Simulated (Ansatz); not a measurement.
One change: `FC1(S)CO1` becomes `CC1(F)CO1`.

Ansatz, PBE0-D4/def2-TZVP geometries, multiplicity 1. Each molecule was computed in one conformer, which needn't be the lowest.

```
                                                                                  property  `FC1(S)CO1`
                                                        LUMO energy (PBE0/def2-TZVPP) / eV         0.15
                                                         HOMO energy (PBE/def2-TZVPP) / eV        -6.33
ideal-gas entropy at 298 K and 1 bar (rigid rotor, harmonic PBE0-D4/def2-TZVP) / J/(mol·K)          306
                                                     HOMO–LUMO gap (B3LYP/def2-TZVPP) / eV         7.28
                                            size of the dipole moment (PBE/def2-TZVPP) / D         1.12
                                                        HOMO energy (PBE0/def2-TZVPP) / eV        -7.68
```

(1) Give the same properties after the change, and the shifts. (An estimate is asked.)

Answers

(1) Computed: 
```json
{"property": "LUMO energy (PBE0/def2-TZVPP) / eV", "`CC1(F)CO1`": "1.46", "shift": "1.31"}
{"property": "HOMO energy (PBE/def2-TZVPP) / eV", "`CC1(F)CO1`": "-6.82", "shift": "-0.49"}
{"property": "ideal-gas entropy at 298 K and 1 bar (rigid rotor, harmonic PBE0-D4/def2-TZVP) / J/(mol·K)", "`CC1(F)CO1`": "296", "shift": "-10"}
{"property": "HOMO–LUMO gap (B3LYP/def2-TZVPP) / eV", "`CC1(F)CO1`": "9.34", "shift": "2.06"}
{"property": "size of the dipole moment (PBE/def2-TZVPP) / D", "`CC1(F)CO1`": "2.18", "shift": "1.06"}
{"property": "HOMO energy (PBE0/def2-TZVPP) / eV", "`CC1(F)CO1`": "-8.51", "shift": "-0.83"}
```

With PBE0 the HOMO falls by 0.83 eV and the LUMO rises by 1.31 eV, so the gap widens by about 2.14 eV. PBE moves the HOMO by -0.49 eV and ωB97M-V by -0.97 eV. The zero-point energy changes by 75.6 kJ/mol with +6 modes. Dipoles are sizes alone; their direction can turn.

B3LYP here is the variant with VWN-RPA as its local correlation; programs differ in this.
